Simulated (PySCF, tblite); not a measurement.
Isomers of C3H6P2. Computed values, GFN2-xTB/tblite, gas phase, harmonic and unscaled. Errors from tens to a few hundred cm⁻¹ against measured bands are possible. Modes of hydrogen on phosphorus can be 10 to 20 % off. One conformer each.

Electronic energies: PBE0/pcSseg-1 single points on the GFN2-xTB geometries (PySCF, gas phase).

```
   SMILES  electronic energy, lowest = 0 (kcal/mol)
   C#CPCP                                      29.5
C=C/C=P\P                                       5.9
 CP(C)C#P                                       0.0
```

How do GFN2-xTB zero-point energies change the relative energies?

```
   SMILES  ZPE (kcal/mol)  of it from modes above 1550 cm⁻¹  electronic (kcal/mol)  with ZPE, lowest = 0 (kcal/mol)  lowest mode (cm⁻¹)  rings
 CP(C)C#P            50.0                              28.0                    0.0                              0.0                  93      0
C=C/C=P\P            47.5                              26.4                    5.9                              3.3                 100      0
   C#CPCP            45.1                              26.0                   29.5                             24.6                  63      0
```

The zero-point energies span 4.9 kcal/mol, from `C#CPCP` to `CP(C)C#P`. The order is unchanged.

And how do the electronic energies of GFN2-xTB itself compare?

`CP(C)C#P` 8.9; `C=C/C=P\P` 0.0; `C#CPCP` 26.8 kcal/mol, lowest = 0. Against the energies above, taken from the same isomer `CP(C)C#P`, the largest difference is 14.8 kcal/mol.

What do entropy and thermal enthalpy add at 298.15 K and 1 bar (rigid rotor, harmonic oscillator, one conformer each)?

```
   SMILES  point group  symmetry number  S (cal/(mol K))  H − H(0) (kcal/mol)  ZPE + H − H(0) − TS (kcal/mol)
 CP(C)C#P           Cs                1             85.0                 5.25                            29.9
C=C/C=P\P           C1                1             83.2                 5.01                            27.7
   C#CPCP           C1                1             85.3                 5.27                            24.9
```
